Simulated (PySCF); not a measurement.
Reaction (SMILES): FOF + H+ → F[OH+]F
B3LYP-D3(BJ)/def2-TZVP geometries, fixed; electronic energies without zero-point terms; positive where energy is released.

Effect of the auxiliary basis of density fitting at HF/def2-SVP with PySCF, against the last row, where the proton affinity is 109.69 kcal/mol. The proton sits at the site shown, which need not be the one that binds it best.

```
setting                                fitting functions, largest species  largest shift of a total energy (mEh)  shift of the proton affinity (kcal/mol)
-------------------------------------  ----------------------------------  -------------------------------------  ---------------------------------------
density fitting: autoaux                                              353                                  0.366                                    0.056
density fitting: def2-universal-jkfit                                 249                                  0.286                                    0.015
density fitting: cc-pvtz-jkfit                                        267                                  0.062                                    0.008
density fitting: cc-pvqz-jkfit                                        369                                 -0.013                                   -0.001
density fitting: none                                                   -                                  0.000                                    0.000
```

Within 0.05 kcal/mol in the proton affinity: density fitting: def2-universal-jkfit; density fitting: cc-pvtz-jkfit; density fitting: cc-pvqz-jkfit. The largest shift is 0.366 mEh in a total energy and 0.056 kcal/mol in the difference.
